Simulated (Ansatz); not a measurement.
`C1=CC2(C=C1)CC2` → `Cc1ccccc1`  (isomerisation)

Gas-phase electronic energies from Ansatz, PBE0-D4/def2-TZVP geometries. CCSD(T)/CBS is the MP2 limit (def2-TZVPP, def2-QZVPP) plus CCSD(T) − MP2 in def2-TZVPP, frozen cores. DFT in def2-TZVPP.

```tsv
level	ΔE (kJ/mol)
revPBE-D4	-181.6
r2SCANh	-185.0
r2SCAN0	-183.1
LC-ωPBE	-157.3
HF/def2-SVP	-201.8
SCS-MP2/def2-TZVPP	-178.2
MP2/def2-QZVPP	-184.5
CCSD/CBS(def2)	-178.3
```

Problem. What does CCSD(T)/CBS give? (Estimate.)

Solution. The calculation gave: -180.0 kJ/mol. The listed levels differ from it by -1.6, -5.0, -3.1, 22.7, -21.8, 1.8, -4.5, 1.7 kJ/mol.

Largest T1 diagnostic among the species: 0.010.

In def2-TZVPP, CCSD(T) changes the Hartree–Fock value by +22.6 kJ/mol (the triples alone add −1.6 kJ/mol) and MP2 by +17.4 kJ/mol. Leaving LDA and LC-ωPBE aside and taking each functional with its dispersion term where it has one, the values, not all of them listed here, spread over 30.4 kJ/mol, from BLYP-D4 to ωB97X-V. LDA lies +7.9 kJ/mol from PBE without D4. At CCSD(T), def2-SVP lies +3.0 kJ/mol from the extrapolated value and def2-TZVPP +1.4 kJ/mol.
